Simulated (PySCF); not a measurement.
Compound: C₂H₃NO (triplet state).
SMILES with atom numbers: `[CH3:1][C:2]([N:3])=[O:4]` (hydrogens: H5, H6, H7 on C1)

The calculation used UKS B3LYP, IGLO-III on C N O, pcH-1 on H, non-relativistic, mean-field spin-orbit, GIAO in PySCF 2.14.0. Spin–spin part from the singly occupied natural orbitals, spin–orbit part to second order with van Wüllen's prefactor. Isolated species at its PBE0-D3(BJ)/def2-SVP geometry, gas phase. No stability test was run, so a lower SCF solution isn't excluded.

(1) What zero-field splitting does the calculation give?

(2) What is D as a frequency, a field and a temperature?

(3) What are the three sublevel energies at zero field and the gaps between them?

(4) How are these sublevels filled in thermal equilibrium at 1.5 K and zero field?

(5) Where do the strong lines fall at 9.64 GHz with the field along each axis of D (isotropic g = 2.0039, hyperfine left aside, microwave field at right angles)?

Answers

(1) D = +1.337 cm⁻¹ and E = +0.039 cm⁻¹, with E given the sign of D (E/D = 0.03; 0 is axial, 1/3 the rhombic limit). Diagonalised alone, the spin–spin tensor gives D = +1.173, E = +0.026 and the spin–orbit tensor D = +0.212, E = +0.003 cm⁻¹; in size the spin–spin D is 5.5 times the other. The two D values don't add up to the total, since each belongs to the principal axes of its own tensor. The Mulliken spin populations are largest on N3 (+1.79), O4 (+0.42) and C2 (-0.23). The positive populations add up to 2.23 and the negative ones to -0.23, together 2S = 2.

(2) D = +40.07 GHz = +1429 mT (with g_iso = 2.0039) = +1.923 K = +165.7 μeV.

(3) With H = D(Sz² − 2/3) + E(Sx² − Sy²): Tz at -0.891 cm⁻¹, Tx at +0.406 cm⁻¹, Ty at +0.485 cm⁻¹. The gaps are |D| − |E| = 38.89 GHz, |D| + |E| = 41.25 GHz and 2|E| = 2.35 GHz.

(4) kT = 1.04 cm⁻¹, so the Boltzmann shares are Tz 64.3 %, Tx 18.5 %, Ty 17.2 %.

(5) From exact diagonalisation up to 3700 mT, keeping lines above a fifth of the strength of a high-field Δm = ±1 line:

```
field along  resonance fields (mT)
          x                    671
          y                    881
          z             1084, 1772
```

Without D the line would be at 344 mT. The microwave quantum is 0.322 cm⁻¹, against |D| + |E| = 1.376 cm⁻¹.

Natural occupations around the open shell: 1.989, 1.000, 1.000, 0.011. ⟨S²⟩ = 2.0268 against the exact 2.0000, so spin contamination is small.

Principal g values: 2.0031, 2.0032, 2.0054.
